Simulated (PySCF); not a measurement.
Compound: (CH3)2PPF2, C₂H₆F₂P₂.
Cartesian coordinates in Å at the PBE0-D3(BJ)/def2-SVP level; atoms count from 1:
```xyz
12
C2H6F2P2 angstrom
C     -0.614   -1.379   -0.671
P     -0.161   -0.313    0.780
C      1.545    0.233    0.288
P     -1.141    1.535    0.018
F     -2.623    1.261    0.602
F     -0.581    2.511    1.182
H     -0.065   -2.330   -0.595
H     -0.390   -0.921   -1.648
H     -1.688   -1.612   -0.621
H      1.868    1.034    0.969
H      1.615    0.594   -0.752
H      2.236   -0.615    0.410
```

Theory: PySCF, PBE0-D3(BJ)/def2-SVP geometry optimisation, gas phase.

Take the most abundant isotopes and a rigid rotor. The values belong to one conformer with, in the numbering `[CH3:1][P:2]([CH3:3])[P:4]([F:5])[F:6]`, C1–P2–P4–F5 87°.

(1) What are A, B and C (MHz)?

(2) What kind of rotor is it?

(3) Is it planar, by Δ = Ic − Ia − Ib?

(4) Give the other two planar moments, Paa and Pbb, and the rms extents of the mass along the axes.

(5) List the rotational levels J(Ka,Kc) to J = 3 (MHz).

(6) Which lines would a microwave search look for?

## Answers

(1) Ia = 155.05, Ib = 281.03, Ic = 377.49 u·Å²; 505379 MHz·u·Å²/I gives A = 3260, B = 1798, C = 1339 MHz.

(2) An asymmetric top; Ray's κ = -0.522.

(3) Not planar: Δ = Ic − Ia − Ib = -58.59 u·Å². For a rigid frame Δ = −2 Σ m c², so Σ m c² = 29.29 u·Å² lies off the ab plane: 4.12 from hydrogen and 25.17 from heavier atoms. The atom farthest from that plane is 1.48 Å away.

(4) Paa = Σ m a² = (Ib + Ic − Ia)/2 = 251.74 and Pbb = Σ m b² = (Ia + Ic − Ib)/2 = 125.75 u·Å². With the mass M = 129.99 u, the rms extents √(P/M) along a, b and c are 1.39, 0.98, 0.47 Å.

(5) Above 0(0,0):
J = 1: 1(0,1) 3137, 1(1,1) 4598, 1(1,0) 5058
J = 2: 2(0,2) 9319, 2(1,2) 10413, 2(1,1) 11792, 2(2,1) 16175, 2(2,0) 16268
J = 3: 3(0,3) 18383, 3(1,3) 19082, 3(1,2) 21827, 3(2,2) 25586, 3(2,1) 26026, 3(3,1) 34094, 3(3,0) 34106
The levels of one J sum to (2J + 1)J(J + 1)(A + B + C)/3.

(6) The dipole components are |μa| = 2.48 D, |μb| = 0.02 D, |μc| = 1.57 D. The squared components, which scale the intensities, stand as 1.00 : 0.00 : 0.40 (a : b : c). Some lines, for components of 0.1 D or more:

| type | branch | J(Ka,Kc) | MHz | lower level (cm⁻¹) |
| --- | --- | --- | --- | --- |
| c | Q | 4(1,4) ← 4(0,4) | 387 | 1.006 |
| a | Q | 4(2,2) ← 4(2,3) | 1200 | 1.270 |
| a | Q | 2(1,1) ← 2(1,2) | 1379 | 0.347 |
| c | Q | 1(1,1) ← 1(0,1) | 1461 | 0.105 |
| a | Q | 3(1,2) ← 3(1,3) | 2745 | 0.637 |
| c | Q | 3(3,1) ← 3(2,1) | 8068 | 0.868 |
| a | R | 3(1,3) ← 2(1,2) | 8669 | 0.347 |
| a | R | 4(1,4) ← 3(1,3) | 11475 | 0.637 |
| a | R | 4(3,2) ← 3(3,1) | 12703 | 1.137 |
| a | R | 4(1,3) ← 3(1,2) | 13244 | 0.728 |
| c | R | 4(2,2) ← 3(1,2) | 17435 | 0.728 |
| c | R | 3(3,1) ← 2(2,1) | 17919 | 0.540 |
| c | R | 4(2,3) ← 3(1,3) | 18980 | 0.637 |
| c | R | 4(4,1) ← 3(3,1) | 24405 | 1.137 |

Stationary, but not proved a minimum. Constants of a rigid frame at the computed geometry: no zero-point averaging, no centrifugal distortion. A rigid rotor knows nothing of internal rotation, which can split or shift real lines.

The run took 28 s on Arm Neoverse V1, one thread, on a shared host. These figures are those of the optimisation.
